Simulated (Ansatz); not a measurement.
**Worked example: correlation energy of HSB, quintet**

Geometry: that of the HSB, triplet, kept fixed. The singlet lies 5.7 eV lower here.

```xyz
3

B     0.0000    0.0893    1.2933
S     0.0000   -0.0686   -0.4091
H     0.0000    1.2251   -0.8579
```

Basis 6-31G; Ansatz 0.2.0. Only valence electrons are correlated (noble-gas cores frozen), which leaves 10 electrons in 18 orbitals. R marks a restricted (for open shells ROHF) determinant, U an unrestricted one.

Full CI is exact within this basis and frozen core; it isn't the basis-set limit. The frozen core follows each run's orbitals, which can shift R against U totals by a few meV.

Runs differ by some tens of microhartree through their thresholds and, for an open shell, their frozen cores, so steps under 0.1 kcal/mol mean nothing.

```tsv
level	total energy (hartree)
UHF	-422.465030
UMP2	-422.521126
UCCSD	-422.539182
UCCSD(T)	-422.540269
UCCSDT	-422.540628
UCCSDT(Q)	-422.540667
UCCSDTQ	-422.540676
full CI	-422.540652
```

Q: What is the correlation energy at full CI, and what share of it do UMP2 and UCCSD recover?

A: E(corr) = -422.540652 − (-422.465030) = -0.075622 hartree = -2.058 eV. UMP2: -0.056096 / -0.075622 = 74.18 %. UCCSD: -0.074152 / -0.075622 = 98.06 %.

Q: By how many kcal/mol does UCCSD(T) miss full CI (1 hartree = 627.509 kcal/mol), and which steps make up the rest?

A: -422.540269 − (-422.540652) = 0.000383 hartree = 0.24 kcal/mol. Steps: UCCSDT − UCCSD(T) = -0.23, UCCSDT(Q) − UCCSDT = -0.02, UCCSDTQ − UCCSDT(Q) = -0.01, full CI − UCCSDTQ = 0.02 kcal/mol. That is within 1 kcal/mol of the reference in this basis, which itself misses far more of the correlation at the basis-set limit.
